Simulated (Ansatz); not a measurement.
C₂H₃ClF₂ (`CC(F)(F)Cl`). Total charge 0; spin multiplicity 1. All single points use the PBE0-D4/def2-TZVP geometry.

```xyz
8

C     0.601   -0.258   -0.494
C    -0.535    0.143    0.397
F    -1.700    0.130   -0.272
F    -0.667   -0.712    1.425
Cl   -0.310    1.777    1.070
H     0.678    0.438   -1.327
H     0.403   -1.263   -0.872
H     1.530   -0.255    0.072
```

Question: What is the dipole moment at B3LYP/def2-TZVPP? (Estimate.)

Answer: The calculation gave: 2.15 D, with components (1.65, -0.54, -1.27) D in this frame, pointing from negative to positive charge.

Question: And with PBE, r2SCAN, ωB97M-V? (Estimate.)

Answer: Computed: PBE 2.06 D, r2SCAN 2.17 D, ωB97M-V 2.15 D.

Question: Give the Mulliken charges with B3LYP, r2SCAN, ωB97M-V in def2-TZVPP. (Estimate.)

Answer: The calculation gave: 
```csv
atom,B3LYP,r2SCAN,ωB97M-V
C1,-0.25,-0.15,-0.29
C2,0.40,0.40,0.32
F3,-0.17,-0.17,-0.16
F4,-0.17,-0.17,-0.16
Cl5,-0.11,-0.13,-0.08
H6,0.11,0.07,0.12
H7,0.10,0.07,0.12
H8,0.11,0.07,0.12
```

B3LYP here is the variant with VWN-RPA as its local correlation; programs differ in this.
